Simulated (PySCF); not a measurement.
Circular dichroism and optical rotation of SMILES C[C@@H]1C[C@H]1[O-], [C4H7O]-, charge -1

The calculation used TDDFT B3LYP/def2-SVPD circular dichroism and optical rotation, one conformer, gas phase in PySCF. Geometry: GFN2-xTB.

Input:
```
{"job": {"kind": "ecd", "xc": "B3LYP", "basis": "def2-SVPD", "nstates": 8}, "charge": -1, "multiplicity": 1}
C      1.460717     0.190836     0.166903
C      0.150730    -0.111971    -0.518558
C     -1.084053     0.654760    -0.084488
C     -0.998515    -0.864533     0.181976
O     -1.741118    -1.755955    -0.369375
H      1.873571     1.160569    -0.143624
H      1.317888     0.219594     1.247703
H      2.206473    -0.576436    -0.055118
H      0.245028    -0.260192    -1.591591
H     -0.967483     1.354418     0.738750
H     -1.739104     1.016322    -0.868095
H     -0.722935    -1.028097     1.269491
```
Coordinates are in Å.

Command: `OMP_NUM_THREADS=1 python excited_run.py task.json out`

Show the output.

H and L stand for HOMO and LUMO.
```
coarse grid: 9776 points
cycle   1  E = -231.3924921380  dE =  6.244e-01  |g| = 9.680e-01  |ddm| = 5.295e+00
cycle   2  E = -226.3311025422  dE =  5.061e+00  |g| = 3.217e+00  |ddm| = 2.605e+02
cycle   3  E = -231.5396070299  dE = -5.209e+00  |g| = 5.220e-01  |ddm| = 2.605e+02
cycle   4  E = -231.6023941777  dE = -6.279e-02  |g| = 2.683e-01  |ddm| = 1.442e+00
cycle   5  E = -231.6211016987  dE = -1.871e-02  |g| = 4.552e-02  |ddm| = 9.580e-01
cycle   6  E = -231.6214154723  dE = -3.138e-04  |g| = 2.874e-02  |ddm| = 1.314e-01
cycle   7  E = -231.6216055447  dE = -1.901e-04  |g| = 3.927e-03  |ddm| = 5.414e-02
cycle   8  E = -231.6216089266  dE = -3.382e-06  |g| = 2.008e-03  |ddm| = 8.849e-03
final grid: 93648 points
cycle   9  E = -231.6722466138  dE = -3.595e-05  |g| = 7.217e-03  |ddm| = 1.521e-01
cycle  10  E = -231.6722252103  dE =  2.140e-05  |g| = 1.244e-02  |ddm| = 2.872e-02
cycle  11  E = -231.6722577341  dE = -3.252e-05  |g| = 1.956e-03  |ddm| = 2.177e-02
cycle  12  E = -231.6722585919  dE = -8.578e-07  |g| = 1.941e-04  |ddm| = 7.264e-03
cycle  13  E = -231.6722585993  dE = -7.409e-09  |g| = 1.056e-04  |ddm| = 8.373e-04
cycle  14  E = -231.6722586019  dE = -2.656e-09  |g| = 2.206e-05  |ddm| = 3.421e-04
cycle  15  E = -231.6722586021  dE = -1.305e-10  |g| = 4.341e-06  |ddm| = 8.162e-05
converged SCF energy = -231.6722586021

Singlet excitations and rotatory strengths (1e-40 esu^2 cm^2)
state   eV       nm     f(len)   f(vel)    R(len)    R(vel)   main configurations
  1   2.8414   436.3  0.01995  0.02157    18.006    18.760   H->L 0.99
  2   3.4350   360.9  0.01189  0.01176    -5.763    -6.232   H-1->L 0.98
  3   3.5697   347.3  0.01078  0.01246    -4.325    -4.135   H->L+1 0.51, H->L+2 0.47
  4   3.6202   342.5  0.02163  0.02342     4.112     8.454   H->L+2 0.51, H->L+1 0.47
  5   4.1499   298.8  0.03910  0.04363     9.095     7.480   H-1->L+1 0.58, H-1->L+2 0.39
  6   4.1768   296.8  0.00798  0.00587   -12.335   -11.949   H-1->L+2 0.54, H-1->L+1 0.32, H->L+3 0.13
  7   4.2443   292.1  0.03020  0.03712   -27.294   -33.406   H->L+3 0.82, H-1->L+1 0.09
  8   4.7405   261.5  0.00668  0.00568    11.165     9.620   H-1->L+3 0.95

Specific rotation (deg / (dm g/mL))
    nm     length   length(OI)   velocity    alpha(len)  alpha(vel)
  633.0     903.17     875.01    1007.32       78.125     78.258
  589.3    1352.68    1315.83    1493.50       79.541     79.749
  546.0    2261.33    2210.05    2467.65       81.708     82.041
```

The highest occupied orbital is unbound at this level, so the values depend on the basis.

It took 22 s wall time on 1 thread of an Arm Neoverse V2, shared host, peak memory 0.57 GiB.
